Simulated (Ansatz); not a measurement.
# Si₂N (sextet): wave-function methods side by side, cc-pVTZ

An exercise on one series of results from a longer session: the logs are not shown, and one member is left open.

Computed with Ansatz 0.2.0, Gaussian basis. Level: cc-pVTZ, core rule «outside noble gas», up to 11 orbitals frozen.

Plan: UHF; CCSD(T) on ROHF; CCSD(T) on UHF; BCCD(T) on ROHF; CCSDT(Q) on ROHF; CCSDT(Q) on UHF; CASSCF and NEVPT2, 13 electrons in 12 orbitals.

6 further runs of the same task are left out: 1 for a known fault of the program, 5 set aside as unsound or not needed.

**What is computed**

The geometry is a PBE0/def2-TZVP stationary point (not a proven minimum) of the parent state, kept for this charge and spin.

3 atoms, charge 0, spin multiplicity 6.

Atoms are counted from 1 here; the program's logs count them from 0.

Bond lengths: N1–Si2 1.661 Å, Si2–Si3 2.244 Å. Angles: N1–Si2–Si3 180.0°.

The first run:

in.yaml

```yaml
crystal:
  periodic: [false, false, false]
  atoms:
    - {symbol: N, position_ang: [0.000000, 0.000000, -1.854900]}
    - {symbol: Si, position_ang: [0.000000, 0.000000, -0.194400]}
    - {symbol: Si, position_ang: [0.000000, 0.000000, 2.049300]}
basis:
  gaussian: {orbitals: cc-pVTZ}
magnetization: {spin_polarized: true, initial_magnetization: 5}
hamiltonian: {xc: hf}
output: {orbitals: {seedname: orbitals}}
```

Launch:

```
$ ansatz run in.yaml --threads 1 --pin off --events-out ev --progress --plain --max-ram 4096MiB --backend cpu
```

Among the steps run: UHF; CCSD(T) on ROHF; CCSD(T) on UHF; BCCD(T) on ROHF; CCSDT(Q) on ROHF; CCSDT(Q) on UHF; CASSCF and NEVPT2, 13 electrons in 12 orbitals.

One table of the session follows, with a row left open; its other results are not shown here.

| method | from RCCSDT(Q) (meV) |
| --- | --- |
| RMP2 | +1634.6 |
| UMP2 | +1719.1 |
| RCCSD | +581.2 |
| UCCSD | ? |
| RCCSD(T) | +105.5 |
| UCCSD(T) | +106.5 |
| BCCD(T) | +105.9 |
| RCCSDT | +38.4 |
| UCCSDT | +35.2 |
| RCCSDT(Q) | 0 |
| UCCSDT(Q) | -3.6 |
| CASSCF valence | +7928.0 |
| NEVPT2 valence | +1727.7 |

**Question.** Estimate the row for UCCSD.

The run gave: from RCCSDT(Q) (meV): +572.2. In the column «from RCCSDT(Q) (meV)» it lies between UCCSD(T) (+106.5) and RCCSD (+581.2).

Left out of the table: ROHF, UHF (another determinant or state than the rows shown).

Limits of these values: Warnings: spin contamination; coupled cluster took another determinant than the lowest. Restricted and unrestricted rows rest on different reference determinants; where their highest levels disagree by more than a few hundredths of an eV, they describe different states and don't form one ladder.
